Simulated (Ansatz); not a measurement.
Species: C$_{5}$H$_{4}$N, charge 0, multiplicity 2. It need not be the lowest isomer of its formula. 
Geometry from a B3LYP-D3(BJ)/def2-TZVP (Ansatz, a first-principles code) optimisation:
SMILES: c1cc[c]nc1
```xyz
10

N     -0.0060     0.0725     1.4160
C      0.0061     0.0542    -1.3325
C      0.0008     1.1569     0.7385
C     -0.0073    -1.1050     0.7644
C     -0.0012    -1.1457    -0.6196
C      0.0073     1.2624    -0.6457
H      0.0109     0.0444    -2.4160
H     -0.0131    -2.0061     1.3651
H     -0.0023    -2.0970    -1.1340
H      0.0129     2.2144    -1.1566
```
Charge 0, spin multiplicity 2.

Wanted: atomisation energy (electronic, to ground-state atoms), in kcal/mol. Cores are frozen in the correlated levels unless marked. UHF or UKS for open shells. No spin-orbit coupling. Non-relativistic. The coupled-cluster limit lacks core correlation, which all-electron functionals hold. Basis-set limits of correlation are two-point, X^-3; Hartree-Fock from the larger set. [CCSD(T)-MP2]/basis is that difference in the basis named. The program attaches cautions to a run behind MP2/STO-3G: large difference.

```json
[
 {"level": "HF/6-31G", "program": "Ansatz", "atomisation energy (kcal/mol)": "746.5"},
 {"level": "HF/6-31G*", "program": "Ansatz", "atomisation energy (kcal/mol)": "800.6"},
 {"level": "BLYP/def2-TZVPD", "program": "Ansatz", "atomisation energy (kcal/mol)": "1127.5"},
 {"level": "B3LYP/def2-TZVPD", "program": "Ansatz", "atomisation energy (kcal/mol)": "1123.4"},
 {"level": "BHLYP/def2-TZVPD", "program": "Ansatz", "atomisation energy (kcal/mol)": "1079.8"},
 {"level": "r2SCANh/def2-TZVPD", "program": "Ansatz", "atomisation energy (kcal/mol)": "1126.5"},
 {"level": "r2SCAN0/def2-TZVPD", "program": "Ansatz", "atomisation energy (kcal/mol)": "1112.4"},
 {"level": "LC-wPBE-D3(BJ)/def2-TZVPD", "program": "Ansatz + dftd3", "atomisation energy (kcal/mol)": "1137.0"},
 {"level": "LC-wPBE-D4/def2-TZVPD", "program": "Ansatz + dftd4", "atomisation energy (kcal/mol)": "1138.1"},
 {"level": "LC-wPBE/def2-TZVPD", "program": "Ansatz", "atomisation energy (kcal/mol)": "1131.7"},
 {"level": "B2GP-PLYP/def2-TZVPD", "program": "Ansatz", "atomisation energy (kcal/mol)": "1114.4"},
 {"level": "RPA@PBE/cc-pVTZ", "program": "Ansatz", "atomisation energy (kcal/mol)": "1033.3"},
 {"level": "MP2/STO-3G", "program": "Ansatz", "atomisation energy (kcal/mol)": "1030.8"},
 {"level": "MP2/cc-pVDZ", "program": "Ansatz", "atomisation energy (kcal/mol)": "1042.6"},
 {"level": "RI-MP2/CBS(cc-pVTZ,cc-pVQZ)+[CCSD(T)-MP2]/cc-pVDZ", "program": "Ansatz", "atomisation energy (kcal/mol)": "1116.0"}
]
```

The UHF reference is spin-contaminated (<S^2> 0.53 over the pure value in the largest basis). The T1 diagnostic of CCSD in the largest basis is 0.047, which is high, so the coupled-cluster rows are less sure than usual.
